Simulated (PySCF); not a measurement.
**How methods differ on the electron affinity of O**

O⁻ [He] 2s2 2p5 (2P) → O [He] 2s2 2p4 (3P), as a difference of total energies. Calculation: PySCF 2.14, in aug-cc-pVQZ (6s5p4d3f2g, 80 functions); the non-relativistic Hamiltonian (point nucleus). Correlated levels: valence: 1s2 frozen. The calculations carry no spin-orbit coupling.

```json
{"method": "UHF", "electron affinity (eV)": "-0.572"}
{"method": "LDA", "electron affinity (eV)": "2.060"}
{"method": "PBE", "electron affinity (eV)": "1.775"}
{"method": "PBE0", "electron affinity (eV)": "1.387"}
{"method": "r2SCAN", "electron affinity (eV)": "1.506"}
{"method": "PBEsol", "electron affinity (eV)": "1.732"}
{"method": "HSE06", "electron affinity (eV)": "1.393"}
{"method": "wB97M-V", "electron affinity (eV)": "1.484"}
{"method": "BP86", "electron affinity (eV)": "1.907"}
{"method": "MP2 (valence)", "electron affinity (eV)": "1.491"}
{"method": "SCS-MP2 (valence)", "electron affinity (eV)": "1.470"}
```

Errors of the correlated levels include the incompleteness of this basis and the frozen core.

A negative affinity means that the anion lies above the atom at that level of theory.

In the anion the highest occupied orbital energy is positive at LDA, PBE, PBE0, r2SCAN, PBEsol, HSE06, BP86, a self-interaction effect; the basis confines that electron, and the energy difference can still be sensible.

For comparison: 1.461 eV (measured; photodetachment measurements, as compiled on the Wikipedia data page of electron affinities).
